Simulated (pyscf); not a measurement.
H₃Si–O–SiH₂–O–SiH₃ + F–CH₂–F → F–SiH(O–SiH₃)–O–SiH₃ + fluoromethane (H₃C–F), a four-centre exchange (singlet surface; H–Si, C–F broken, F–Si, C–H formed). Single points on ωB97X-D3(BJ)/def2-SVP structures (PySCF, gas phase). Energies in kJ/mol from the separated reactants.

AM1 to PM7: differences of heats of formation from MOPAC. 

Q: In single points PM7 puts the saddle at 345.4 kJ/mol and the reaction energy at -210.1 kJ/mol. Should these be trusted to within a few kcal/mol? Compare with ωB97M-D3(BJ)/def2-TZVP.

A: ωB97M-D3(BJ)/def2-TZVP gives ΔE‡ = 275.9 kJ/mol and ΔE = -210.6 kJ/mol. PM7 lies 69.6 kJ/mol over it in the barrier and 0.5 kJ/mol over it in the reaction energy, so on this step it does not hold to within 12.6 kJ/mol. ωB97M-D3(BJ)/def2-TZVP has limits of its own. From the product side, •H₂C–F + H• + F–SiH(O–SiH₃)–O–SiH₃ lies, by one bond made or cut, 36.5 kJ/mol under this saddle at ωB97M-D3(BJ). This is the saddle that the search found; another between the same sides may lie lower.
